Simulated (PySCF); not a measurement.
# NCO (nco radical): levels of theory compared

Aim: a comparison of 6 runs (UB2PLYP/STO-3G, UB3LYP/STO-3G, USVWN5/STO-3G, UMP2/STO-3G, UCCSDT/STO-3G, UCCSD(T)/STO-3G) of NCO (nco radical). 

The results are computed with PySCF 2.14.0.

16 further runs of the same task are left out: 4 that didn't finish, 12 set aside as unsound or not needed.

### 1 The system as given

NCO has 3 atoms, charge 0, and is taken as a doublet. SMILES: `[N]=C=O`. One bond was lengthened or shortened from a relaxed shape.

Bond lengths: N1–C2 1.467 Å, C2–O3 1.171 Å. Angles: N1–C2–O3 180.0°.

### 2 A single-point energy at UB2PLYP/STO-3G (run 1)

The input, input.py:

```python
from pyscf import gto, dft, mp

molecule = gto.M(
    atom='''
N        1.164633       0.508935       0.696720
C       -0.013800      -0.006000      -0.008300
O       -0.954400      -0.417100      -0.571000
''',
    basis='sto-3g',
    verbose=3,
    spin=1,
    charge=0,
    max_memory=1860,
)

myscf = dft.UKS(molecule)
myscf.xc = '0.53*HF + 0.47*B88, 0.73*LYP'
myscf.grids.level = 5
myscf.conv_tol = 1e-10
myscf.kernel()
if not myscf.converged:
    myscf = myscf.newton().run(myscf.mo_coeff, myscf.mo_occ)

pt = mp.MP2(myscf, frozen=3).run()
etot = myscf.e_tot + 0.27 * pt.e_corr
print('PT2 part  %.8f' % (0.27 * pt.e_corr))
print('Final energy', etot)
```

The run is started by

```console
$ OMP_NUM_THREADS=1 python input.py
```

The program printed:

```text
WARN: HOMO -0.194537803462424 >= LUMO -0.194537803462423

converged SCF energy = -165.430768091961  <S^2> = 0.85506439  2S+1 = 2.1024409
E(UMP2) = -165.698099096061  E_corr = -0.267331004099673
E(SCS-UMP2) = -165.691941854808  E_corr = -0.261173762846743
PT2 part  -0.07217937
Final energy -165.50294746306838
```

Run time: 3.9 s. Hardware: 1 thread of Intel Xeon Platinum 8488C (Sapphire Rapids), shared host; peak memory 0.19 GiB.

### 3 The energy at UB3LYP/STO-3G (run 2)

The input, input.py:

```python
from pyscf import gto, dft

mol = gto.Mole()
mol.atom = '''
N      1.164633     0.508935     0.696720
C     -0.013800    -0.006000    -0.008300
O     -0.954400    -0.417100    -0.571000
'''
mol.spin = 1
mol.verbose = 3
mol.max_memory = 1860
mol.basis = 'sto-3g'
mol.build()

calc0 = dft.UKS(mol)
calc0.xc = 'b3lyp'
calc0.conv_tol = 1e-10
calc0.grids.level = 5
calc0.kernel()
if not calc0.converged:
    calc0 = calc0.newton().run(calc0.mo_coeff, calc0.mo_occ)

etot = calc0.e_tot
print(f'total energy: {etot:.8f} hartree')
```

The run is started by

```console
$ OMP_NUM_THREADS=1 python input.py
```

The program printed:

```text
converged SCF energy = -165.711427765452  <S^2> = 0.76847216  2S+1 = 2.0183876
total energy: -165.71142777 hartree
```

It took 3.9 s on 1 thread of Intel Xeon Platinum 8488C (Sapphire Rapids), shared host; peak memory 0.19 GiB.

Run 3 isn't shown in full; the table further down has it.

### 4 The energy at UMP2/STO-3G (run 4)

The input, run.py:

```python
from pyscf import gto, scf, mp

molecule = gto.Mole()
molecule.atom = 'N 1.164633 0.508935 0.696720; C -0.013800 -0.006000 -0.008300; O -0.954400 -0.417100 -0.571000'
molecule.spin = 1
molecule.verbose = 4
molecule.basis = 'sto-3g'
molecule.max_memory = 1860
molecule.build()

calc0 = scf.UHF(molecule)
calc0.conv_tol = 1e-10
calc0.kernel()
if not calc0.converged:
    calc0 = calc0.newton().run(calc0.mo_coeff, calc0.mo_occ)

pt = mp.MP2(calc0, frozen=3).run()
energy = pt.e_tot
print('Final energy', energy)
```

The run is started by

```console
$ OMP_NUM_THREADS=1 python run.py
```

The program printed:

```text
PySCF version 2.14.0

[INPUT] num. atoms = 3
[INPUT] num. electrons = 21
[INPUT] charge = 0
[INPUT] spin (= nelec alpha-beta = 2S) = 1
[INPUT] symmetry False subgroup None
[INPUT] Mole.unit = angstrom
[INPUT] Symbol           X                Y                Z      unit          X                Y                Z       unit  Magmom
[INPUT]  1 N      1.164633000000   0.508935000000   0.696720000000 AA    2.200837405631   0.961747765206   1.316609985507 Bohr   0.0
[INPUT]  2 C     -0.013800000000  -0.006000000000  -0.008300000000 AA   -0.026078220519  -0.011338356747  -0.015684726834 Bohr   0.0
[INPUT]  3 O     -0.954400000000  -0.417100000000  -0.571000000000 AA   -1.803554613285  -0.788204766556  -1.079033617127 Bohr   0.0

nuclear repulsion = 48.0894259172922
number of shells = 9
number of NR pGTOs = 45
number of NR cGTOs = 15
basis = sto-3g
ecp = {}

[... 19 lines left out ...]
WARN: beta  nocc = 10  HOMO -0.17398944216457 >= LUMO -0.173989442113979
[... 79 lines left out ...]
SCF not converged.
SCF energy = -164.883361670808 after 50 cycles  <S^2> = 1.5132846  2S+1 = 2.6557745
[... 44 lines left out ...]
converged SCF energy = -164.883489615102  <S^2> = 1.5598154  2S+1 = 2.6905876
[... 1 line left out ...]
******** <class 'pyscf.mp.ump2.UMP2'> ********
nocc = (np.int64(8), np.int64(7)), nmo = (12, 12)
frozen orbitals 3
E(UMP2) = -165.002944461628  E_corr = -0.11945484652598
E(SCS-UMP2) = -165.000862163944  E_corr = -0.117372548842433
E_corr(same-spin) = -0.0299691542177799
E_corr(oppo-spin) = -0.0894856923081996
Final energy -165.0029444616279
```

It took 0.75 s on 1 thread of Intel Xeon Platinum 8488C (Sapphire Rapids), shared host; peak memory 0.12 GiB.

Run 5 isn't shown in full; the table further down has it.

### 5 A single-point energy at UCCSD(T)/STO-3G (run 6)

The input, run.py:

```python
from pyscf import gto, scf, cc

mol = gto.Mole()
mol.atom = '''
N      2.200837     0.961748     1.316610
C     -0.026078    -0.011338    -0.015685
O     -1.803555    -0.788205    -1.079034
'''
mol.basis = 'sto-3g'
mol.unit = 'bohr'
mol.spin = 1
mol.verbose = 3
mol.max_memory = 1860
mol.build()

mf = scf.UHF(mol)
mf.conv_tol = 1e-10
mf.kernel()
if not mf.converged:
    mf = mf.newton().run(mf.mo_coeff, mf.mo_occ)

mycc = cc.CCSD(mf, frozen=3)
mycc.kernel()
e_t = mycc.ccsd_t()
e_final = mycc.e_tot + e_t
print('E(%s) = %.9f' % ('CCSD(T)', e_final))
```

The run is started by

```console
$ OMP_NUM_THREADS=1 python run.py
```

The program printed:

```text
SCF not converged.
SCF energy = -164.866174568555 after 50 cycles  <S^2> = 0.88057902  2S+1 = 2.1265738
converged SCF energy = -164.883489766591  <S^2> = 1.5598096  2S+1 = 2.6905833
E(UCCSD) = -165.0728121917534  E_corr = -0.189322425162462
UCCSD(T) correction = -0.00832818580052153
E(CCSD(T)) = -165.081140378
```

Run time: 0.95 s. Hardware: 1 thread of Intel Xeon Platinum 8488C (Sapphire Rapids), shared host; peak memory 0.12 GiB.

### 6 Overview of the runs

```tsv
run	level	frozen core orbitals	integration grid	energy (Eh)	dipole moment (D) of the reference	HOMO energy (eV)	LUMO energy (eV)	wall time
1	UB2PLYP/STO-3G	3	5	-165.502947	1.03	-5.30	1.09	3.9 s
2	UB3LYP/STO-3G	–	5	-165.711428	1.00	-4.31	-1.59	3.9 s
3	USVWN5/STO-3G	–	5	-164.386992	0.94	-3.20	-3.17	2.3 s
4	UMP2/STO-3G	3	–	-165.002944	0.19	-6.84	5.69	0.75 s
5	UCCSDT/STO-3G	3	–	-165.085434	0.19	-6.84	5.69	2.4 s
6	UCCSD(T)/STO-3G	3	–	-165.081140	0.19	-6.84	5.69	0.95 s
```

### 7 Summary of results

```
                                                         quantity          value
                                              run 6: total energy  -165.08114 Eh
                      run 6: dipole moment (Hartree–Fock density)         0.19 D
run 6: HOMO energy (Hartree–Fock orbitals) (highest over α and β)       -6.84 eV
 run 6: LUMO energy (Hartree–Fock orbitals) (lowest over α and β)        5.69 eV
               run 6: correlation energy (3 core orbitals frozen)     -197.7 mEh
                                            run 6: (T) correction      -8.33 mEh
                         run 6: ⟨S²⟩ of the reference determinant          1.560
                                             run 6: T1 diagnostic          0.087
```

Over runs 1, 2, 3 the dipole moment (its size) runs from 0.94 D (USVWN5/STO-3G) to 1.03 D (UB2PLYP/STO-3G). A double hybrid's value is that of its SCF part. Totals of different functionals can't be ranked against each other. In runs 1, 2, 3, 4, 5, 6 the basis is minimal, so the values are rough. Spin contamination of the reference: run 4 ⟨S²⟩ = 1.56, run 5 ⟨S²⟩ = 1.56, run 6 ⟨S²⟩ = 1.56, run 1 ⟨S²⟩ = 0.86. Where it is this large, the reference is a mixture of spin states, and values that rest on it are in doubt. All runs together took 14 s, the longest 3.9 s.
